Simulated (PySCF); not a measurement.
A geometry optimisation on `N[O]` (H2NO) [radical].

Method: PBE0-D3(BJ)/def2-SVP geometry optimisation, gas phase (PySCF 2.14.0). Start geometry: GFN2-xTB. The input is one job of a driver script: a line of settings, then coordinates in Å.

Input:
```
{"job": {"xc": "PBE0", "basis": "def2-SVP", "d3": "d3bj", "grid": 1, "kind": "geom"}, "charge": 0, "multiplicity": 2}
N     -0.063760     0.004190     0.080640
O      1.207370    -0.007370    -0.043300
H     -0.569310    -0.871430    -0.026530
H     -0.553830     0.884150    -0.056520
```

Output:
```
step   0  E = -130.84789720  max force = 0.027468
step   1  E = -130.84816658  max force = 0.008667
step   2  E = -130.84806376  max force = 0.019739
step   3  E = -130.84843960  max force = 0.000776
step   4  E = -130.84844018  max force = 0.000072
optimisation converged
```

Energies in Eh; «max force» is the largest Cartesian gradient component in Eh/bohr.

Task: How much energy does the optimisation release, in eV?

Result: E(step 0) − E(last step) = 0.000543 Eh, which is 0.015 eV.

Task: At which steps does the energy rise by more than 1e-5 Eh?

Result: At step 2 (+0.10 mEh).

Main results: final energy -130.84844 Eh after 4 steps; dipole 3.04 D.

Task: Estimate the wall time. Hardware: an x86-64 server with one thread, on a shared host.

Result: About 1.9 s.
Labels such as C1 count atoms from 1, the log's own numbers from 0.
